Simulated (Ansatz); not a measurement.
Worked example: correlation energy of H3Si–AlH, doublet

Geometry: displaced at random from a stationary point.

```csv
atom,x (Å),y (Å),z (Å)
Si,0.0028,0.0566,1.1668
Al,0.0019,-0.1100,-1.3166
H,0.0499,1.4809,1.6779
H,1.1460,-0.6712,1.6785
H,-1.2942,-0.6550,1.6270
H,-0.0315,1.2133,-2.2506
```

Basis cc-pVDZ; Ansatz 0.2.0. Only valence electrons are correlated (noble-gas cores frozen), which leaves 11 electrons in 46 orbitals. Prefix R: restricted or restricted open-shell reference; prefix U: unrestricted.

Full CI isn't at hand for all of this; UCCSDT(Q) serves as the reference, and is uncertain by the last step of the cluster series or more.

UCCSD has a T1 diagnostic of 0.016 and a largest doubles amplitude of 0.03.

Runs differ by some tens of microhartree through their thresholds and, for an open shell, their frozen cores, so steps under 0.03 kcal/mol mean nothing.

```json
{"level": "UHF", "total energy (hartree)": "-533.124924"}
{"level": "UMP2", "total energy (hartree)": "-533.278443"}
{"level": "UCCSD", "total energy (hartree)": "-533.320155"}
{"level": "UCCSD(T)", "total energy (hartree)": "-533.324805"}
{"level": "UCCSDT", "total energy (hartree)": "-533.325957"}
{"level": "UCCSDT(Q)", "total energy (hartree)": "-533.326145"}
```

Problem. What is the correlation energy at UCCSDT(Q), and what share of it do UMP2 and UCCSDT recover?

Solution. E(corr) = -533.326145 − (-533.124924) = -0.201221 hartree = -5.476 eV. UMP2: -0.153519 / -0.201221 = 76.29 %. UCCSDT: -0.201033 / -0.201221 = 99.91 %.

Problem. By how many kcal/mol does UCCSD(T) miss UCCSDT(Q) (1 hartree = 627.509 kcal/mol), and which steps make up the rest?

Solution. -533.324805 − (-533.326145) = 0.001340 hartree = 0.84 kcal/mol. Steps: UCCSDT − UCCSD(T) = -0.72, UCCSDT(Q) − UCCSDT = -0.12 kcal/mol. Differences between like states or geometries often cancel part of this.
